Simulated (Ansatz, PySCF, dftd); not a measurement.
Reaction: CH3Cl (chloromethane, SMILES CCl) → CH3Cl+ (parent SMILES CCl, doublet) + e-
Each species at its own B3LYP-D3(BJ)/def2-TZVP minimum (Ansatz, a program for electronic structure).

Wanted: adiabatic ionisation energy (0 K, zero-point energies from PySCF's Hessians at B3LYP-D3(BJ)/def2-TZVP), in eV. Open shells are spin-unrestricted; no spin-orbit coupling. Cores are frozen in correlated methods. Rows without X2C or -DK are non-relativistic. CBS(X,Y): correlation extrapolated as X^-3, Hartree-Fock from the larger set. A bracket is a step between two methods taken in the basis named. The functionals are non-relativistic, so their misses hold any scalar relativity. Double hybrids freeze cores in their MP2 part. 'core' is core correlation in cc-pwCVTZ (1s frozen past Ne), 'X2C' scalar relativity in cc-pVTZ-DK, both at CCSD(T).

Measured: 11.26 eV (CCCBDB table in ASE).

```tsv
level	program	adiabatic ionisation energy (eV)	error against that value
HF/cc-pV(Q+d)Z	Ansatz	10.15	-1.11
PBE/def2-TZVPD	Ansatz	10.87	-0.39
r2SCANh/def2-TZVPD	Ansatz	10.99	-0.27
wB97X-V/def2-TZVPD	Ansatz	11.13	-0.13
wB97M-V/def2-TZVPD	Ansatz	11.11	-0.15
B2PLYP-D3(BJ)/def2-TZVPD	Ansatz + dftd3	11.08	-0.18
CCSD/CBS(cc-pV(T+d)Z,cc-pV(Q+d)Z)	Ansatz	11.25	-0.01
CCSDT(Q)/cc-pV(D+d)Z	Ansatz	10.82	-0.44
CCSDT(Q)/cc-pV(T+d)Z	Ansatz	11.08	-0.18
CCSD(T)/CBS(cc-pV(T+d)Z,cc-pV(Q+d)Z) + [CCSDT(Q) - CCSD(T)]/cc-pV(T+d)Z + core + X2C	Ansatz	11.29	0.03
```
